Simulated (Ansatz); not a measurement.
Born–Oppenheimer molecular dynamics of H6OSi2 (9 atoms, charge 0, multiplicity 1). It starts from a relaxed structure.

These are results of RKS PBE-D4/6-31G* in Ansatz, not measurements.

```
ensemble                      : NVE (velocity Verlet)
time step                     : 0.5 fs
steps asked                   : 250
starting velocities drawn for : 1000 K
seed                          : 64546
```

First frame:

```xyz
9
Properties=species:S:1:pos:R:3
Si -0.102 0.079 0.048
O 0.372 -0.069 1.660
H -0.344 -0.336 2.266
H 1.164 0.377 -0.695
H -1.058 1.228 -0.167
Si -1.103 -1.872 -0.810
H -2.327 -2.240 -0.017
H -1.527 -1.652 -2.235
H -0.166 -3.045 -0.770
```

(1) How far do the bonds stretch over the last three quarters of this one trajectory? (Pairs bonded in most of those frames.)

Answers

(1) 
| bond | mean (Å) | spread (Å) | shortest | longest |
| --- | --- | --- | --- | --- |
| Si1–O2 | 1.692 | 0.052 | 1.62 | 1.77 |
| Si1–H4 | 1.524 | 0.073 | 1.41 | 1.63 |
| Si1–H5 | 1.507 | 0.016 | 1.48 | 1.54 |
| Si1–Si6 | 2.365 | 0.044 | 2.29 | 2.46 |
| O2–H3 | 0.986 | 0.035 | 0.93 | 1.04 |
| Si6–H7 | 1.515 | 0.070 | 1.41 | 1.61 |
| Si6–H8 | 1.509 | 0.044 | 1.44 | 1.58 |
| Si6–H9 | 1.516 | 0.072 | 1.41 | 1.62 |

Mean temperature of the second half: 513 K. The conserved energy stayed within 0.55 meV per atom of its start (net change 0.28 meV per atom), so the integration is sound. Over the second half the temperature averaged 0.51 of the 1000 K drawn at the start: a run that starts near a minimum puts about half its kinetic energy into the potential. A run of 0.12 ps of so small a system gives no equilibrium averages.

Time of the run: 7.2 min on 1 thread of Arm Neoverse V2 (shared host), peak memory 0.11 GiB.
